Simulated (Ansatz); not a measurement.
The inner images of a band of CH3NO2 (7 atoms, charge 0, multiplicity 1) are given out of order.

Level of theory: Ansatz 0.2.0, RKS revPBE-D4/def2-SVP.

Image 0:

```xyz
7
Properties=species:S:1:pos:R:3
N -0.663 0.755 0.530
C 0.153 -0.111 0.047
O 1.132 -0.654 0.801
O 0.238 -0.647 -1.201
H -1.353 1.078 -0.160
H 1.025 -0.237 1.679
H -0.471 -0.253 -1.741
```

Image 8:

```xyz
7
Properties=species:S:1:pos:R:3
N -0.425 0.354 0.666
C 0.513 -0.397 -0.043
O 1.490 -0.921 0.450
O 0.220 -0.548 -1.377
H -0.911 1.119 0.193
H -0.131 0.578 1.618
H -0.694 -0.253 -1.552
```

Q: Put them in order from the first end to the last, with their energies above the first end.
A.
```xyz
7
Properties=species:S:1:pos:R:3
N -0.368 0.414 0.657
C 0.501 -0.414 -0.035
O 1.457 -0.959 0.482
O 0.204 -0.625 -1.359
H -1.051 1.037 0.227
H -0.067 0.642 1.604
H -0.614 -0.163 -1.621
```
B.
```xyz
7
Properties=species:S:1:pos:R:3
N -0.591 0.706 0.556
C 0.188 -0.156 0.006
O 1.142 -0.658 0.813
O 0.259 -0.682 -1.241
H -1.335 1.123 -0.003
H 0.853 -0.122 1.594
H -0.454 -0.278 -1.770
```
C.
```xyz
7
Properties=species:S:1:pos:R:3
N -0.371 0.548 0.619
C 0.415 -0.360 -0.038
O 1.310 -0.854 0.639
O 0.240 -0.702 -1.339
H -1.182 1.099 0.316
H 0.156 0.435 1.510
H -0.506 -0.234 -1.753
```
D.
```xyz
7
Properties=species:S:1:pos:R:3
N -0.339 0.509 0.624
C 0.463 -0.396 -0.039
O 1.384 -0.929 0.552
O 0.215 -0.684 -1.354
H -1.143 1.054 0.313
H 0.028 0.570 1.572
H -0.546 -0.192 -1.713
```
E.
```xyz
7
Properties=species:S:1:pos:R:3
N -0.409 0.582 0.620
C 0.362 -0.318 -0.032
O 1.245 -0.782 0.720
O 0.255 -0.710 -1.315
H -1.214 1.121 0.261
H 0.300 0.296 1.465
H -0.479 -0.257 -1.765
```
F.
```xyz
7
Properties=species:S:1:pos:R:3
N -0.519 0.654 0.575
C 0.240 -0.212 -0.025
O 1.158 -0.666 0.829
O 0.267 -0.704 -1.277
H -1.290 1.134 0.125
H 0.665 0.000 1.496
H -0.460 -0.274 -1.769
```
G.
```xyz
7
Properties=species:S:1:pos:R:3
N -0.455 0.611 0.603
C 0.306 -0.271 -0.033
O 1.199 -0.718 0.783
O 0.261 -0.709 -1.300
H -1.246 1.129 0.209
H 0.466 0.154 1.458
H -0.470 -0.265 -1.766
```

A: B (+0.15 eV), F (+0.65 eV), G (+1.18 eV), E (+0.67 eV), C (-0.11 eV), D (-0.55 eV), A (-0.66 eV).

Time of the run: 3.1 min on 1 thread of Arm Neoverse V1, with other jobs on the host, peak memory 0.13 GiB.
